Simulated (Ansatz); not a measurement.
Reactions of C₄H₄N₂ (`c1cnccn1`).

Computed with Ansatz on PBE0-D4/def2-TZVP structures; ΔE is electronic, products minus reactants. CCSD(T)/CBS adds triple-zeta CCSD(T) − MP2 to the extrapolated MP2 energy (def2 sets, frozen cores). This one scheme is used for every species, atoms too. No spin–orbit coupling; open shells (•) take unrestricted orbitals. Spin–orbit coupling would lower the free atoms: a little for C. One conformer a species, not always the lowest.

```tsv
reaction	CCSD(T)/CBS(def2) (kJ/mol)
`c1cnccn1` → `c1ccnnc1`	76
`c1cnccn1` → `c1cncnc1`	?
`c1cnccn1` → `N#CCCC#N`	11
`c1cnccn1` → 4 C• + 4 H• + 2 N•	4612
```

Task: Fill in the missing values. (An estimate is asked.)

Result: Computed: `c1cnccn1` → `c1cncnc1`: -18.9 kJ/mol.

Largest T1 diagnostic: 0.014, for `c1cncnc1`.
